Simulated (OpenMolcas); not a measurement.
# Worked example: vertical ionisation energy of MgH (SMILES [MgH])

MgH has 2 atoms, charge 0, and is taken as a doublet. SMILES: `[MgH]`. Geometry: a GFN2-xTB relaxation, a rough one for these elements and not checked as a minimum.

| atom | x (Å) | y (Å) | z (Å) |
| --- | --- | --- | --- |
| Mg | -0.7861 | 0.2581 | -0.4083 |
| H | 0.7861 | -0.2581 | 0.4083 |

Both states at this one shape; open shells run unrestricted unless said. 1 Eh = 27.2114 eV.

```
                                   level     program  doublet MgH (Eh)  singlet MgH+ (Eh)
                              UHF/STO-3G  OpenMolcas       -197.554152        -197.478418
                          USVWN5/pcseg-0  OpenMolcas       -199.412777        -199.158010
                           UB3LYP/STO-3G  OpenMolcas       -198.028849        -197.928782
ROCCSD(T)/pcseg-0, 1 core orbital frozen  OpenMolcas       -199.892510        -199.654229
```

Q: Work out the vertical ionisation energy at each level.

A: 
1. UHF/STO-3G: -197.478418 − (-197.554152) = 0.075734 Eh = 2.06 eV.
2. USVWN5/pcseg-0: -199.158010 − (-199.412777) = 0.254767 Eh = 6.93 eV.
3. UB3LYP/STO-3G: -197.928782 − (-198.028849) = 0.100067 Eh = 2.72 eV.
4. ROCCSD(T)/pcseg-0: -199.654229 − (-199.892510) = 0.238281 Eh = 6.48 eV.

No measured value is set beside it here; the levels span 2.06 to 6.93 eV. Minimal sets are far from the basis-set limit.
